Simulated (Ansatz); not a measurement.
A calculation with Ansatz (development build ahead of 0.2.0).

```yaml
crystal:
  periodic: [false, false, false]
  atoms:
    - { symbol: F, position_ang: [0.0, 0.0, 0.0] }
    - { symbol: H, position_ang: [1.47998, 0.0, 1.24185] }
    - { symbol: H, position_ang: [-1.47998, 0.0, 1.24185] }
basis:
  gaussian: { orbitals: "6-31G" }
total_charge: 1
hamiltonian:
  xc: hf
correlation:
  method: fci
  frozen_orbitals: { F: 1, H: 0 }
```

The input is written out in the form of the current development build from the run's settings.

Results

| Item | Value |
| --- | --- |
| Converged | yes |
| Total energy | -100.05340 hartree |
| State | lowest singlet root, of any spatial symmetry |
